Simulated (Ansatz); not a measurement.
A nudged elastic band was laid between two geometries of BH4N + H2O (9 atoms, charge 0, multiplicity 1).

These are results of RKS PBE0/6-31G* in Ansatz, not measurements.

```
movable images  : 9
climbing image  : yes
spring          : 5.0 eV/Å²
optimiser       : quadratic models (default)
start path      : through a guess of the saddle point
force threshold : 0.05 eV/Å
iteration limit : 60
end points      : relaxed
```

Image 0:

```xyz
9
Properties=species:S:1:pos:R:3
B 0.076 -0.331 0.305
N 0.088 -0.378 1.701
H -0.734 -0.559 2.259
H 0.940 -0.349 2.243
H 1.111 -0.203 -0.282
H -0.977 -0.438 -0.260
O -0.437 2.603 0.612
H -1.281 2.383 0.199
H -0.296 1.873 1.231
```

Image 10:

```xyz
9
Properties=species:S:1:pos:R:3
B -0.101 0.488 0.152
N 0.091 0.151 1.809
H -0.800 0.139 2.302
H 0.563 -0.737 1.971
H 1.040 0.349 -0.250
H -0.879 -0.380 -0.215
O -0.568 1.840 0.108
H -1.510 1.853 -0.082
H 0.654 0.897 2.213
```

(1) Which bonds break or form, and what moves?

(2) Give the energies along the band, and the barrier.

(3) What is the geometry of the highest image?

(4) What are the harmonic wavenumbers there?

## Answers

(1) Bonds broken: O7–H9. Bonds formed: B1–O7, N2–H9. BH4N + H2O becomes BH6NO.

(2) It converged. The highest image is number 4 of 0 to 10, 0.34 eV above the first end and 1.00 eV above the last; the last end lies 0.66 eV below the first. A vibrational analysis at the climbing image gives one clearly imaginary mode, 1144i cm⁻¹: a first-order saddle point. The orbitals stay closed-shell, which can raise the energy where a bond breaks towards radicals; this wasn't checked here.

| image | path coordinate (Å) | energy (eV) | O7–H9 (Å) | B1–O7 (Å) | N2–H9 (Å) |
| --- | --- | --- | --- | --- | --- |
| 0 | 0.00 | 0.00 | 0.97 | 2.99 | 2.33 |
| 1 | 0.39 | 0.02 | 0.97 | 2.65 | 2.31 |
| 2 | 0.79 | 0.08 | 0.97 | 2.19 | 2.14 |
| 3 | 1.18 | 0.17 | 1.00 | 1.80 | 1.81 |
| 4 | 1.57 | 0.34 | 1.17 | 1.62 | 1.38 |
| 5 | 1.95 | -0.16 | 1.58 | 1.51 | 1.09 |
| 6 | 2.32 | -0.54 | 2.03 | 1.45 | 1.02 |
| 7 | 2.70 | -0.61 | 2.33 | 1.43 | 1.02 |
| 8 | 3.07 | -0.63 | 2.40 | 1.43 | 1.02 |
| 9 | 3.45 | -0.65 | 2.49 | 1.43 | 1.02 |
| 10 | 3.82 | -0.66 | 2.61 | 1.43 | 1.02 |

(3) 
```xyz
9
Properties=species:S:1:pos:R:3:forces:R:3
B -0.039 0.213 0.250 -0.01 0.01 0.01
N -0.006 0.059 1.807 0.02 0.01 -0.01
H -0.739 -0.495 2.235 -0.01 0.00 0.00
H 0.888 -0.184 2.219 0.00 -0.01 0.01
H 1.015 0.003 -0.290 0.00 0.00 0.00
H -1.032 -0.259 -0.252 0.00 0.00 0.00
O -0.233 1.819 0.407 -0.02 0.00 0.00
H -1.132 2.065 0.146 0.01 0.00 0.00
H -0.232 1.379 1.487 0.00 0.00 0.01
```

(4) 1144i, 348, 647, 679, 698, 744, 808, 859, 899, 1026, 1128, 1180, 1227, 1589, 1646, 1926, 2547, 2631, 3577, 3673, 3822 cm⁻¹.

The run took 2.9 min on 1 thread of Arm Neoverse V1, with other jobs on the host, peak memory 0.11 GiB.
